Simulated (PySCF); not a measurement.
How well do the runs reproduce experiment for methanethiol?

**What was measured.**

NIST CCCBDB Release 22 (SRD 101), experimental dipoles lists, for the gas: dipole moment (microwave Stark effect) 1.52 D.

NIST CCCBDB Release 22 (SRD 101), experimental polarizabilities lists, for the gas: mean polarisability 5.186 Å³.

Besley, J. Chem. Theory Comput. 2021, 17, 3644 (DFT calculations of core-electron binding energies at the K-edge of heavier elements) lists, for the gas: S 1s binding energy of S2 2477.97 eV.

Qian, Crumlin, Prendergast, Phys. Chem. Chem. Phys. 2022, 24, 2243 lists, for the gas: C 1s binding energy of C1 291.4 eV.

How close the calculation comes is told at the end.

Methanethiol, CH₄S.
Numbering: `[CH3:1][SH:2]` (hydrogens: H3, H4, H5 on C1; H6 on S2)

Cartesian coordinates in Å at the GFN2-xTB level; atoms count from 1:
```xyz
6
CH4S angstrom
C     -0.5040   -0.0131    0.0089
S      1.1262    0.7907   -0.1130
H     -0.5907   -0.5217    0.9642
H     -1.2415    0.7803   -0.0577
H     -0.6314   -0.7088   -0.8149
H      1.8445   -0.3255   -0.0089
```

Runs made with PySCF (gas phase, on this GFN2-xTB geometry; non-relativistic but for the core-level run):

```json
{"level": "PBE0/pcSseg-1", "job": "shieldings, charges and field gradients", "basis functions": "61"}
{"level": "CAM-B3LYP/def2-SVPD", "job": "8 singlets by full TDDFT, 3 Tamm–Dancoff triplets, polarisability", "basis functions": "79"}
{"level": "delta-SCF UKS SCAN, pcX-2 on the ionised atom, pcseg-1 elsewhere, spin-free X2C", "job": "ΔSCF core ionisation, 3 holes", "basis functions": "94"}
```

## Comparison

**Dipole moment.** Measured: 1.52 D (NIST CCCBDB Release 22 (SRD 101), experimental dipoles).

```tsv
level	computed (D)	computed − measured (D)	% (from the printed values)
PBE0/pcSseg-1	1.75	+0.23	+15
CAM-B3LYP/def2-SVPD	1.61	+0.09	+6
```

Closest is CAM-B3LYP/def2-SVPD (+0.09 D), furthest PBE0/pcSseg-1 (+0.23 D); one molecule doesn't rank methods. The computed dipoles belong to one fixed geometry; measured ones are averaged over vibrations unless marked μe. Magnitudes are compared, not signs.

**Mean polarisability.** Measured: 5.186 Å³ (NIST CCCBDB Release 22 (SRD 101), experimental polarizabilities).

```json
{"level": "CAM-B3LYP/def2-SVPD", "computed (Å³)": "5.328", "computed − measured (Å³)": "+0.142", "% (from the printed values)": "+3"}
```

The computed values are static and purely electronic, with core orbitals frozen in the response (1 au = 0.148185 Å³). The table of measured values doesn't say here whether a value is static or optical, or holds a vibrational part.

**Core binding energies.** Delta-SCF UKS SCAN, pcX-2 on the ionised atom, pcseg-1 elsewhere, spin-free X2C in PySCF.

```json
{"level and atom": "S 1s, S2", "computed (eV)": "2477.44", "measured (eV)": "2477.97", "computed − measured (eV)": "-0.53"}
{"level and atom": "C 1s, C1", "computed (eV)": "291.57", "measured (eV)": "291.4", "computed − measured (eV)": "+0.17"}
```

Sources, in the order of the opening: Besley, J. Chem. Theory Comput. 2021, 17, 3644 (DFT calculations of core-electron binding energies at the K-edge of heavier elements); Qian, Crumlin, Prendergast, Phys. Chem. Chem. Phys. 2022, 24, 2243. Against the first value of each row the mean signed difference is -0.18 eV and the largest in size -0.53 eV. The computed values are vertical, without vibrational structure; measured positions hang on the energy calibration. 

No measured geometry was used, and the causes of the misses weren't examined.
